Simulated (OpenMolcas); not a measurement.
# How basis sets differ on BPH2O (SMILES B1OP1)

The species is BPH2O (5 atoms), meant as a singlet with charge 0. SMILES: `B1OP1`. Geometry: relaxed at GFN2-xTB.

Quantity: the dipole moment, in D. The values are calculated.

```csv
level,kind,program,value (D)
HF/ANO-RCC-MB (DKH2),Hartree–Fock,OpenMolcas,1.73
HF/STO-3G,Hartree–Fock,OpenMolcas,1.15
HF/3-21G,Hartree–Fock,OpenMolcas,2.07
HF/def2-SVP,Hartree–Fock,OpenMolcas,1.76
HF/def2-TZVP,Hartree–Fock,OpenMolcas,1.61
```

The values span 1.15 to 2.07 D. Sets without polarisation functions give poor dipoles.
